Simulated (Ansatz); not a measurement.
Worked example: the enthalpy of formation of Si2H6 (disilane)

Si2H6: 8 atoms, total charge 0, spin state singlet. As SMILES, `[SiH3][SiH3]`. Geometry: relaxed at PBE0-D4/def2-TZVP.

```xyz
8

Si   -0.3405    0.4902   -1.0049
Si    0.3635   -0.5044    0.9910
H     0.8339    0.9482   -1.7949
H    -1.1129   -0.4839   -1.8219
H    -1.2080    1.6641   -0.7179
H     1.1390    0.4686    1.8063
H     1.2281   -1.6805    0.7040
H    -0.8110   -0.9592    1.7826
```

Total energies at CAM-B3LYP/aug-cc-pVDZ (Ansatz 0.2.0); the atoms run unrestricted:

| species | state | energy (Eh) |
| --- | --- | --- |
| Si2H6 | singlet | -582.568556 |
| Si | triplet | -289.374473 |
| H | doublet | -0.498315 |

Harmonic wavenumbers at PBE0-D4/def2-TZVP, in cm⁻¹: 135, 362, 362, 433, 625, 625, 836, 910, 932, 932, 946, 946, 2213, 2220, 2222, 2222, 2232, 2232.

Measured heats of formation of the gaseous atoms at 298.15 K, in kJ/mol: Si 450.0, H 218.0. Spin-orbit lowering of the atoms at 298 K (mean of the ground term's levels less their thermal mean, from spectra), in kJ/mol: Si 0.44. Take 1 Eh = 2625.50 kJ/mol, 1 cm⁻¹ = 0.0119627 kJ/mol, RT = 2.479 kJ/mol.

Work out the heat of formation of the gas at 298 K.


1. Electronic atomisation energy: 2 × (-289.374473) + 6 × (-0.498315) − (-582.568556) = 0.829720 Eh = 2178.4 kJ/mol.
2. Zero-point energy: half the sum of the wavenumbers, 10692.5 cm⁻¹ = 127.9 kJ/mol.
3. Thermal vibrational enthalpy, Σ hcν̃/(exp(hcν̃/kT) − 1): 5.9 kJ/mol. Translation, rotation and pV of a non-linear molecule: 4 RT = 9.9 kJ/mol.
4. The 8 free atoms carry 5/2 RT each: 49.6 kJ/mol.
5. Spin-orbit coupling lowers the free atoms by 2 × 0.44 = 0.9 kJ/mol.
6. Atomisation enthalpy at 298 K: 2178.4 − 0.9 − 127.9 − 5.9 − 9.9 + 49.6 = 2083.4 kJ/mol.
7. Sum of the atoms' heats of formation: 2208.0 kJ/mol. Heat of formation: 2208.0 − 2083.4 = +124.6 kJ/mol.

The tabulated value is +80.3 kJ/mol (CRC Handbook of Chemistry and Physics; in doubt, as an older value, an estimate or one at odds with other calculations), so this level is off by +44.3 kJ/mol, or 2.1 % of the atomisation enthalpy that the table implies (2127.7 kJ/mol). Anharmonicity and any spin-orbit splitting of the molecule are left out.
